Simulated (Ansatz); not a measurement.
Antifluorite Mg₂Ge, treated with PBEsol in Ansatz (PAW).

Settings: plane-wave cutoff 520 eV, 10×10×10 k mesh, Fermi–Dirac smearing 0.01 eV, scalar-relativistic PAW data made under PBE.

Response to compression and expansion:

| V (Å³/atom) | P (GPa) | direct gap at Γ (eV) | smallest gap on the k mesh (eV) |
|---|---|---|---|
| 20.192 | 3.70 | 1.384 | 0.023 |
| 20.621 | 2.34 | 1.263 | 0.044 |
| 21.051 | 1.11 | 1.146 | 0.063 |
| 21.480 | 0.00 | 1.032 | 0.082 |
| 21.910 | -1.00 | 0.923 | 0.100 |
| 22.340 | -1.90 | 0.817 | 0.116 |
| 22.769 | -2.71 | 0.715 | 0.132 |

The fundamental gap (0.08 eV at the equilibrium volume, with added k points) lies elsewhere than Γ–Γ.

Measured, for comparison: band gap 0.74 eV (temperature not stated, no zero-point or thermal correction, indirect, Γ–X; as tabulated in Ryu et al. (2019), arXiv:1905.06140).

Spin–orbit coupling is not included; it can close the smallest gap of 0.08 eV.

Ansatz is a first-principles code.
